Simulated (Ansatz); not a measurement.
**Two structures, one formula**

The two ends of one reaction step of CH$_{4}$NS, doublet (PBE0-D4/def2-TZVP).

A:

C1  (0.602, -0.967, 0.025)
N2  (0.262, 0.170, 0.443)
S3  (-1.927, 1.203, -0.514)
H4  (0.212, -1.307, -0.935)
H5  (1.266, -1.647, 0.569)
H6  (0.648, 0.411, 1.354)
H7  (-1.063, 2.136, -0.942)
(Å)

B:

C1  (0.089, -0.538, -0.143)
N2  (0.089, -0.444, 1.273)
S3  (-1.123, 0.645, -0.846)
H4  (-0.268, -1.518, -0.465)
H5  (1.064, -0.346, -0.604)
H6  (0.503, 0.461, 1.516)
H7  (-0.353, 1.740, -0.730)
(Å)

Computed with Ansatz 0.2.0 (basis: def2-TZVPP); correlated methods freeze the cores; orbitals are unrestricted. B3LYP uses VWN-RPA correlation.

Task: Which structure is lower at CCSD(T), and by how much? (Judge from chemistry; the value comes from the calculation.)

Result: The calculation gives: B, by 0.100 eV (electronic energy, against the other). By their contacts, A is a complex of CH₃N ([CH2][NH]) + HS and B is CH₄NS ([NH][CH2][SH]).

Task: Do the other methods give the same order? (Judge from chemistry; the calculation decides.)

Result: By the calculation: Not all: BLYP-D4 gives the other order.

```json
{"method": "SPW92", "E(B) − E(A) (eV)": "-0.275"}
{"method": "PBE-D4", "E(B) − E(A) (eV)": "-0.166"}
{"method": "BLYP-D4", "E(B) − E(A) (eV)": "0.057"}
{"method": "r2SCAN-D4", "E(B) − E(A) (eV)": "-0.276"}
{"method": "B97M-V", "E(B) − E(A) (eV)": "-0.208"}
{"method": "PBE0-D4", "E(B) − E(A) (eV)": "-0.301"}
{"method": "B3LYP-D4", "E(B) − E(A) (eV)": "-0.058"}
{"method": "r2SCAN0-D4", "E(B) − E(A) (eV)": "-0.367"}
{"method": "BHLYP-D4", "E(B) − E(A) (eV)": "-0.198"}
{"method": "CAM-B3LYP-D4", "E(B) − E(A) (eV)": "-0.108"}
{"method": "wB97X-V", "E(B) − E(A) (eV)": "-0.226"}
{"method": "wB97M-V", "E(B) − E(A) (eV)": "-0.157"}
{"method": "B2PLYP", "E(B) − E(A) (eV)": "-0.060"}
{"method": "PBE-QIDH", "E(B) − E(A) (eV)": "-0.306"}
{"method": "RPA on PBE", "E(B) − E(A) (eV)": "-0.072"}
{"method": "HF", "E(B) − E(A) (eV)": "-0.247"}
{"method": "MP2", "E(B) − E(A) (eV)": "-0.086"}
{"method": "CCSD", "E(B) − E(A) (eV)": "-0.121"}
{"method": "CCSD(T)", "E(B) − E(A) (eV)": "-0.100"}
```

T1 diagnostic: at most 0.018. ⟨S²⟩ of the unrestricted Hartree–Fock references: 0.76 to 0.78 (a pure state has 0.75).

Labels in which every atom is bracketed show which atoms are joined, not bond orders.

For scale, one of the runs: CCSD(T)/def2-TZVPP, 160 basis functions, launched by `ansatz run in.yaml --threads 2 --pin off --events-out ev --progress --plain --max-ram 4352MiB`. The run took 67 s on 2 CPU threads of an Arm Neoverse V2 (shared host), with 2.8 GiB of host memory at its peak.
